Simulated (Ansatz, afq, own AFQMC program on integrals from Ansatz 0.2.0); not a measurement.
## TiSiH₂, quintet: AFQMC among the cluster methods

```xyz
4

Ti    0.0000    0.0000    1.2340
Si    0.0000    0.0000   -5.3770
H     0.0000    1.5279    2.0715
H     0.0000   -1.5279    2.0715
```

Connectivity, by distances: TiH2 ··· Si.

Basis def2-TZVP. Noble-gas cores (and the filled d shells of Ga–Kr and In–Xe) are frozen. Ansatz 0.2.0 and our own AFQMC program on the same integrals; the CISD trial comes from CCSD amplitudes, and released means the phaseless constraint is let go. ± is one standard error of the sampling. The metal's outer-core s and p shells are frozen, which shifts wave-function levels against functionals.

Determinant: UHF, the one that the program's search chose, which needn't be the lowest solution. The geometry is a point of a scan.

No full CI on the walks' own integrals is used here; CCSDT(Q) serves as the reference and is uncertain by about the last step of the cluster series.

Cautions: no relativity below Rb; outer-core shells of the metal frozen; lower spins were not checked; higher spins were not checked.

- T1 diagnostic: 0.0306
- weight of the determinant in the CISD state: 0.860
- ⟨S²⟩ of the determinant: 6.035
- size of the correlated space: 10 electrons in 80 orbitals

Reference: CCSDT(Q), correlation energy -4.674 eV. The released energy is read at 2.40 1/Eh (meV from the phaseless value at times in 1/Eh: -8 ± 5 at 0.24, -14 ± 6 at 0.51, -19 ± 7 at 0.99, -32 ± 6 at 1.62, -23 ± 8 at 2.40).

```tsv
level	E − E(reference) (kJ/mol)	share of correlation (%)
HF	451.0	0.00
MP2	125.0	72.27
CCSD	17.8	96.06
CCSD(T)	5.2	98.85
CCSDT	0.4	99.92
ph-AFQMC/HF	13.8 ± 1.6	96.94
ph-AFQMC/CISD	3.2 ± 0.4	99.30
released AFQMC	0.9 ± 0.7	99.80
```

A walk keeps the symmetry of its determinant, which the program's search chose and which needn't be the lowest solution, so a lower state of the same spin and another symmetry isn't excluded. Released energies are given only where the last usable release times agree within the noise; a slower fall can still hide under it.
